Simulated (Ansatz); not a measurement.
Reaction (hydrogenolysis of a C–C bond): `C=C=C(C)O` + H₂ → `C=C=CO` + CH₄

Program: Ansatz. Geometries: PBE0-D4/def2-TZVP. ΔE: electronic, gas phase. CCSD(T)/CBS adds triple-zeta CCSD(T) − MP2 to the extrapolated MP2 energy (def2 sets, frozen cores). This one scheme is used for every species. Functionals use def2-TZVPP. One conformer a species, not always the lowest.

Question: Is it downhill or uphill in electronic energy at CCSD(T)/CBS, and by how much? (Estimate.)

Answer: The calculation gave: Downhill: ΔE = -46.4 kJ/mol.

Question: What do these levels give: LDA (SPW92), PBE-D4, PBE0-D4, r2SCANh-D4, r2SCAN0-D4, CAM-B3LYP-D4, B2PLYP, revPBE, r2SCANh, r2SCAN0, SCS-MP2/def2-TZVPP, CCSD/CBS(def2)? (An estimate is asked.)

Answer: Ansatz gave: LDA (SPW92) -39.1, PBE-D4 -45.1, PBE0-D4 -47.0, r2SCANh-D4 -46.8, r2SCAN0-D4 -47.7, CAM-B3LYP-D4 -50.4, B2PLYP -52.5, revPBE -54.4, r2SCANh -48.3, r2SCAN0 -49.3, SCS-MP2/def2-TZVPP -46.7, CCSD/CBS(def2) -50.2 kJ/mol.

Largest T1 diagnostic among the species: 0.013.

In def2-TZVPP, CCSD(T) changes the Hartree–Fock value by +17.1 kJ/mol (the triples alone add +3.8 kJ/mol) and MP2 by +22.5 kJ/mol. Leaving LDA and LC-ωPBE aside and taking each functional with its dispersion term where it has one, the values, not all of them listed here, spread over 11.9 kJ/mol, from BHLYP-D4 to revPBE-D4. LDA lies +11.1 kJ/mol from PBE without D4.
